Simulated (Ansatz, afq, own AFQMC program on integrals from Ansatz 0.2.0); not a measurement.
AFQMC on a folder of integrals that Ansatz 0.2.0 wrote.

```yaml
crystal:
  periodic: [false, false, false]
  atoms:
    - {symbol: Si, position_ang: [0.000000, -0.046587, 0.619060]}
    - {symbol: B, position_ang: [0.000000, -0.061676, -1.528887]}
    - {symbol: H, position_ang: [0.000000, 1.171545, 1.514614]}
    - {symbol: H, position_ang: [0.000000, 0.788103, -2.365689]}
basis:
  gaussian: {orbitals: cc-pVDZ}
magnetization: {spin_polarized: true, initial_magnetization: 3}
correlation: {method: ccsd_t, electrons: outside_noble_gas, hamiltonian_folder: ham}
```

```sh
$ ansatz run in.yaml --threads 1 --pin off --events-out ev --progress --plain --max-ram 1382MiB
```

Options of the walk:

```
--method phaseless --trial cisd --walkers 60 --populations 1 --least-time 40 --time-step 0.005 --steps-per-block 50 --equilibration-blocks 28 --max-blocks 300 --target-error 0.00036 --factor-cut 1e-05 --start spin_pure --seed 5193 --release-times 0.24,0.51,0.99,1.62,2.4 --release-step 0.03 --release-every 4 --taylor-order 6
```

Times are imaginary, in 1/Eh. The walk had a cap of 1002 s.

Log:

```
orbitals 36  electrons 6 3  factors 269 of 404
reference energy -314.63315078 Eh
CCSD correlation -0.15924746 Eh in 12 cycles, weight of the determinant in the CISD state 0.8788
energy of the start -314.792162 Eh
 block  time / (1/Eh)  mean weight  energy / Eh
     1     0.250  0.9985  -314.790583
     2     0.500  1.0007  -314.790990
     3     0.750  1.0006  -314.791919
     4     1.000  1.0002  -314.792846
     5     1.250  0.9997  -314.795062
    10     2.500  0.9996  -314.793616
    43    10.750  0.9994  -314.800620
    78    19.500  1.0002  -314.795855
   113    28.250  0.9997  -314.798346
   134    33.500  1.0004  -314.808649
   148    37.000  0.9995  -314.801254
   183    45.750  0.9988  -314.807546
   218    54.500  0.9975  -314.800825
   253    63.250  1.0016  -314.795859
   274    68.500  1.0007  -314.794653
   288    72.000  1.0002  -314.798382
   302    75.500  1.0011  -314.798479
blocks merged  error / Eh  count
     1  0.000178  280
     2  0.000232  140
     4  0.000298  70
     8  0.000335  35
    16  0.000341  17
    32  0.000469  8
released: time / (1/Eh)  energy / Eh  error  mean overlap
  0.24  -314.799187  0.000382  1.0037
  0.51  -314.799132  0.000302  1.0013
  0.99  -314.799295  0.000303  0.9975
  1.62  -314.799425  0.000306  0.9974
  2.40  -314.799126  0.000427  1.0024
energy -314.798952 +/- 0.000341 Eh
(rows thinned)
```

The run passed its tests (sampling time, drift between the halves within three errors, error under three times the target), which doesn't prove that it has relaxed.

Against this walk (error 9.3 meV) on the same determinant: CCSD(T) 38.1 meV higher, CCSDT(Q) 13.8 meV lower (within the noise). The error is statistical and leaves out the bias of the constraint. Released to 2.40 1/Eh the energy moves by -5 ± 15 meV (both errors), within twice the noise.

Cautions: constraint bias not in the error; lower spins were not checked.

The walk took 5.6 min on 1 thread of Arm Neoverse V1, with other jobs on the host. The log's last line is the phaseless energy.

CCSDT and higher add their correlation energy to the determinant of the CCSD(T) run, since their own runs factorise the integrals more tightly (a shift of under 2 meV). A walk keeps the symmetry of its determinant, which the program's search chose and which needn't be the lowest solution, so a lower state of the same spin and another symmetry isn't excluded.
